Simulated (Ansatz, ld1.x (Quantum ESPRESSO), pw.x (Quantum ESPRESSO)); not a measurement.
## beryllium: does the TM potential hold in the solid?

* Element: Be
* Generator: ld1.x (Quantum ESPRESSO) 7.5
* Type: norm-conserving Troullier–Martins (Kleinman–Bylander form)
* Functional: PBEsol
* Relativity: scalar-relativistic
* Frozen core: [He]
* Valence charge: 2
* Reference configuration: 2s1.75 2p0.25
* Partial waves: 2p (bound): rc 4.20 bohr; 3d channel at 0.25 Ry: rc 3.40 bohr; 2s (bound): rc 1.60 bohr
* Local potential: the s channel
* Core correction: a·sin(br)/r model core inside 0.90 bohr

Crystal test: diamond Be in pw.x 7.5, no spin, 9³ k-points, Fermi–Dirac smearing 0.01 Ry, cutoffs 50/200 Ry. The reference is all-electron LAPW (Ansatz 0.2.0) with the same functional, mesh and smearing; V0 and B0 come from Birch–Murnaghan fits to the pressures at five volumes. Errors are pseudo minus all-electron; Δ is the rms difference of the E(V) curves that follow from these fits, minima aligned, over ±6 % about the mean V0. Mesh and smearing are coarse, so the numbers serve the comparison and aren't converged zero-temperature values; the lattice is a test structure that the element need not adopt.

All-electron: a0 = 4.877 Å (V0 = 14.50 Å³/atom), B0 = 45.0 GPa.

How far does the potential miss the all-electron equation of state?

mean pressure error (GPa): -6.34. The pressure does not cross zero within the volumes sampled, so no fit is given. The largest radius (4.20 bohr) exceeds half the bond length (2.00 bohr), so the spheres overlap, which is one possible source of error among others. This is a poor potential for the solid.

```json
{"V (Å³/atom)": "13.806", "P all-electron (GPa)": "2.39", "P pseudo (GPa)": "-4.76"}
{"V (Å³/atom)": "14.170", "P all-electron (GPa)": "1.07", "P pseudo (GPa)": "-5.65"}
{"V (Å³/atom)": "14.533", "P all-electron (GPa)": "-0.11", "P pseudo (GPa)": "-6.43"}
{"V (Å³/atom)": "14.896", "P all-electron (GPa)": "-1.17", "P pseudo (GPa)": "-7.10"}
{"V (Å³/atom)": "15.260", "P all-electron (GPa)": "-2.12", "P pseudo (GPa)": "-7.68"}
```

At the middle volume, how do free energy and pressure move when the wave cutoff is lowered (ecutrho kept at four times it)?

```json
{"cutoff (Ry)": "22", "shift of F (meV/atom)": "+23.6", "shift of P (GPa)": "+0.14"}
{"cutoff (Ry)": "30", "shift of F (meV/atom)": "+9.4", "shift of P (GPa)": "-0.15"}
{"cutoff (Ry)": "40", "shift of F (meV/atom)": "+2.8", "shift of P (GPa)": "+0.01"}
```

The run at the middle volume (35 k-points, 5 iterations) took about 2.8 s on one core of a shared host (Neoverse-V1, 32 threads, 247 GiB, load 20).
